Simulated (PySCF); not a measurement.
Gas-phase reaction: trisilylamine ⇌ H2SiNH + H2 + 2 SiH2. Level: ωB97X-V/def2-TZVP†; standard pressure 1 bar.

Method: PySCF energies plus ideal-gas RRHO corrections (1 bar). † marks an energy on the PBE0/def2-TZVP geometry and frequencies. All species are closed-shell singlets. H2SiNH: computed as isolated molecules; such fragments, hydroxides, amides, oligomers or adducts are transient or little studied in the gas. The harmonic model lacks anharmonicity and excited electronic states, which grow with temperature; levels with a mode under 35 cm⁻¹ are left out. Internal rotation in trisilylamine is treated as a harmonic vibration of one conformer, which makes the entropy rough.

```tsv
T (K)	1000/T (1/K)	log10 K
1200	0.8333	-13.80
1400	0.7143	?
1600	0.6250	-5.12
1800	0.5556	-2.28
2000	0.5000	-0.04
2500	0.4000	3.92
```

Question: Fit log10 K = a + b·(1000/T) to the five rows, get the mean ΔH° and ΔS°, and predict log10 K at 1400 K.

Answer: Means: 1000/T = 0.5828, log10 K = -3.464. Sums of products about the means: Sxy = -4.32456, Sxx = 0.105543, so b = Sxy/Sxx = -40.97 and a = -3.464 − (-40.97)×0.5828 = 20.41.
ΔH° = −R ln 10 × 1000 K × b = −19.145 × (-40.97) = 784 kJ; ΔS° = R ln 10 × a = 391 J/K. The run's own values go from 804 kJ and 406 J/K at 1200 K to 746 kJ and 374 J/K at 2500 K.
Prediction at 1400 K: 20.41 + (-40.97)×0.7143 = -8.85. The computed value is -8.82, 0.03 from the line.
For scale, ΔH°(298 K) is 823 kJ at this level, 784 kJ at ωB97M-V/def2-TZVP†, and runs from 679 to 851 kJ over the 17 levels computed.
